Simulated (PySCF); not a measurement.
## Working with the constants of HCl

RHF-CCSD(T) constants of HCl, ¹Σ⁺ (singlet), closed shell (basis H def2-TZVPPD, Cl def2-TZVPPD; no relativity; PySCF 2.14; masses 1.0078 and 34.9689 u):

- ωe: 3011.0 cm⁻¹
- ωexe: 54.0 cm⁻¹
- Be: 10.591 cm⁻¹
- αe: 0.307 cm⁻¹
- D (centrifugal): 0.000524 cm⁻¹
- De to H + Cl: 4.57 eV

(1) Estimate the standard entropy (1 bar) and heat capacity of the ideal gas at 500 K, rigid rotor with B0 and harmonic oscillator at the fundamental.

Correlated steps freeze 5 core orbitals. Where the molecule has an RHF reference, its open-shell atoms are computed with UHF.

Answers

(1) Translation (Sackur–Tetrode, M = 35.98 u): 164.3 J/(mol K). Rotation: q = kT/(σB0) = 33.3 with σ = 1, 37.5. Vibration: x = hcν0/kT = 8.35, 0.02. S° = 201.8 J/(mol K); Cp = 7R/2 + 0.14 = 29.2 J/(mol K).
